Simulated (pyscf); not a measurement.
Thermochemistry of product channels of H₂C=CH₂ (SMILES C=C) + CH₂ (SMILES [CH2]) [triplet] on the triplet surface, in kcal/mol, from CCSD(T)/def2-TZVPP + ΔMP2(QZVPP) energies (ideal gas, 1 atm, RRHO with modes under 100 cm⁻¹ raised to 100, one conformer, R ln 2 for rigid chiral ones). Optimised with ωB97X-D3(BJ)/def2-SVP in PySCF. Correlated levels are frozen-core, on RHF or UHF. ΔMP2 is the change of the MP2 total energy from the triple- to the quadruple-zeta basis.

```csv
products,ΔE,ΔH(298 K),ΔG(900 K),ΔG(1200 K)
H₂C=C=CH₂ (SMILES C=C=C) + H• (SMILES [H]) + H• (SMILES [H]),[?],+44.4,+29.9,+23.7
:HC–CH₂–CH₃ (SMILES [CH]CC) [triplet],[?],-25.5,+1.7,+10.5
•HC=CH₂ (SMILES [CH]=C) + CH₃• (SMILES [CH3]),+1.9,+0.7,-2.9,[?]
```

Problem. Some entries are withheld; supply them.

Solution. 
- H₂C=C=CH₂ (SMILES C=C=C) + H• (SMILES [H]) + H• (SMILES [H]), ΔE: +51.6
- :HC–CH₂–CH₃ (SMILES [CH]CC) [triplet], ΔE: -29.2
- •HC=CH₂ (SMILES [CH]=C) + CH₃• (SMILES [CH3]), ΔG(1200 K): -4.3

The channel to :HC–CH₂–CH₃ [triplet] turns unfavourable between 298 and 1200 K (ΔG from -16.5 kcal/mol to +10.5 kcal/mol).

These are energies of the channels, which say nothing of barriers. :HC–CH₂–CH₃ [triplet] lies 76.7 kcal/mol over its isomer H₂C=CH–CH₃, and others may lie lower still (electronic energy, ωB97M-D3(BJ)). The CCSD(T) − MP2 part came from Ansatz, without density fitting, on the same reference. A UHF reference is spin-contaminated (<S²> up to 0.96), which harms MP2 most.
